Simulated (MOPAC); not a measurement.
A run for MOPAC: PM6 on CH5N (SMILES CN).

```
PM6 1SCF PRECISE CHARGE=0 THREADS=1
CH5N

N      1.44034232 1     0.63138276 1    -0.01269290 1
H      1.81096132 1     1.13915976 1     0.78043910 1
H      1.81108432 1     1.09572176 1    -0.83195190 1
C      1.91809432 1    -0.75465024 1     0.02476810 1
H      1.52620932 1    -1.28867524 1    -0.83742390 1
H      3.00480532 1    -0.86138524 1     0.02780210 1
H      1.52596732 1    -1.24138024 1     0.91440010 1
```

It printed:

```
*******************************************************************************
 **                                                                           **
 **                              MOPAC v23.2.5                                **
 **                                                                           **
 *******************************************************************************
 ** MOPAC's Digital Object Identifier: https://doi.org/10.5281/zenodo.6511958 **
 **                                                                           **
 ** Please cite the open-source release paper for use of this MOPAC version:  **
 ** J. E. Moussa and J. J. P. Stewart (2026)                                  **
 ** MOPAC: An open-source semiempirical molecular orbital program             **
 ** J. Open Source Softw., 11(119), 8025, https://doi.org/10.21105/joss.08025 **
 *******************************************************************************

                              PM6 CALCULATION RESULTS

 *******************************************************************************
 *  PM6        - The PM6 Hamiltonian to be used
 *
 *
 *
 *                 CHARGE ON SYSTEM = 0
 *
 *
 *
 *  PRECISE    - TIGHTER CRITERIA TO BE USED
 *  1SCF       - DO 1 SCF AND THEN STOP
 *  THREADS=1  - MULTI-THREADING NOT USED
 *  T=         - A TIME OF 172800.0 SECONDS REQUESTED
 *  DUMP=N     - RESTART FILE WRITTEN EVERY 7200.0 SECONDS REQUESTED
 *******************************************************************************
PM6 1SCF PRECISE CHARGE=0 THREADS=1
 CH5N

   ATOM   CHEMICAL          X               Y               Z
  NUMBER   SYMBOL      (ANGSTROMS)     (ANGSTROMS)     (ANGSTROMS)

     1       N          1.44034232  *   0.63138276  *  -0.01269290  *
     2       H          1.81096132  *   1.13915976  *   0.78043910  *
     3       H          1.81108432  *   1.09572176  *  -0.83195190  *
     4       C          1.91809432  *  -0.75465024  *   0.02476810  *
     5       H          1.52620932  *  -1.28867524  *  -0.83742390  *
     6       H          3.00480532  *  -0.86138524  *   0.02780210  *
     7       H          1.52596732  *  -1.24138024  *   0.91440010  *



          CARTESIAN COORDINATES

    NO.       ATOM           X           Y           Z

     1         N          1.4403      0.6314     -0.0127
     2         H          1.8110      1.1392      0.7804
     3         H          1.8111      1.0957     -0.8320
     4         C          1.9181     -0.7547      0.0248
     5         H          1.5262     -1.2887     -0.8374
     6         H          3.0048     -0.8614      0.0278
     7         H          1.5260     -1.2414      0.9144

 General Reference for PM6:
 "Optimization of Parameters for Semiempirical Methods V: Modification of NDDO Approximations
 and Application to 70 Elements", J. J. P. Stewart, J. Mol. Mod., 13, 1173-1213 (2007)
 URL: https://link.springer.com/article/10.1007/s00894-007-0233-4

           Empirical Formula: C H5 N  =     7 atoms



      MOLECULAR POINT GROUP   :   Cs


      RHF CALCULATION, NO. OF DOUBLY OCCUPIED LEVELS = 7


 -------------------------------------------------------------------------------
 PM6 1SCF PRECISE CHARGE=0 THREADS=1
 CH5N



     1SCF WAS SPECIFIED, SO BFGS WAS NOT USED
     SCF FIELD WAS ACHIEVED


                              PM6 CALCULATION
                                                       MOPAC v23.2.5 Linux




          FINAL HEAT OF FORMATION =         -1.82813 KCAL/MOL =      -7.64888 KJ/MOL


          COSMO AREA              =         70.58 SQUARE ANGSTROMS
          COSMO VOLUME            =         51.48 CUBIC ANGSTROMS

          IONIZATION POTENTIAL    =          9.443388 EV
          HOMO LUMO ENERGIES (EV) =         -9.443  3.569
          NO. OF FILLED LEVELS    =          7
          MOLECULAR WEIGHT        =         31.0572         POINT GROUP:  Cs

          MOLECULAR DIMENSIONS (Angstroms)

            Atom       Atom       Distance
            H     7    H     3     2.93140
            H     2    H     5     2.75571
            H     6    N     1     1.73067


          SCF CALCULATIONS        =          1





   ATOM   CHEMICAL          X               Y               Z
  NUMBER   SYMBOL      (ANGSTROMS)     (ANGSTROMS)     (ANGSTROMS)

     1       N          1.44034232  *   0.63138276  *  -0.01269290  *
     2       H          1.81096132  *   1.13915976  *   0.78043910  *
     3       H          1.81108432  *   1.09572176  *  -0.83195190  *
     4       C          1.91809432  *  -0.75465024  *   0.02476810  *
     5       H          1.52620932  *  -1.28867524  *  -0.83742390  *
     6       H          3.00480532  *  -0.86138524  *   0.02780210  *
     7       H          1.52596732  *  -1.24138024  *   0.91440010  *

                             CARTESIAN COORDINATES

   1    N        1.440342320     0.631382760    -0.012692900
   2    H        1.810961320     1.139159760     0.780439100
   3    H        1.811084320     1.095721760    -0.831951900
   4    C        1.918094320    -0.754650240     0.024768100
   5    H        1.526209320    -1.288675240    -0.837423900
   6    H        3.004805320    -0.861385240     0.027802100
   7    H        1.525967320    -1.241380240     0.914400100


           Empirical Formula: C H5 N  =     7 atoms



      MOLECULAR POINT GROUP   :   Cs


                  EIGENVALUES
 -31.12106 -23.72341 -17.07375 -15.57675 -14.19572 -12.79539  -9.44339   3.56927
   5.36609   5.53219   6.07366   6.52953   6.96524


              NET ATOMIC CHARGES AND DIPOLE CONTRIBUTIONS

  ATOM NO.   TYPE          CHARGE      No. of ELECS.   s-Pop       p-Pop
    1          N          -0.473495        5.4735     1.59984     3.87366
    2          H           0.195196        0.8048     0.80480
    3          H           0.195201        0.8048     0.80480
    4          C          -0.344896        4.3449     1.07808     3.26681
    5          H           0.155022        0.8450     0.84498
    6          H           0.117950        0.8821     0.88205
    7          H           0.155022        0.8450     0.84498
 DIPOLE           X         Y         Z       TOTAL
 POINT-CHG.     0.918    -0.462     0.013     1.028
 HYBRID         1.124     0.210    -0.006     1.143
 SUM            2.041    -0.253     0.007     2.057


          ATOMIC ORBITAL ELECTRON POPULATIONS

     Atom    s        px        py        pz
    1  N   1.59984   1.63205   1.07093   1.17068
    2  H   0.80480
    3  H   0.80480
    4  C   1.07808   1.11579   0.96820   1.18283
    5  H   0.84498
    6  H   0.88205
    7  H   0.84498

 **********************
 *                    *
 * JOB ENDED NORMALLY *
 *                    *
 **********************




 == MOPAC DONE ==
```

The run finished.

Cost: around 0.03 core-seconds (rough).
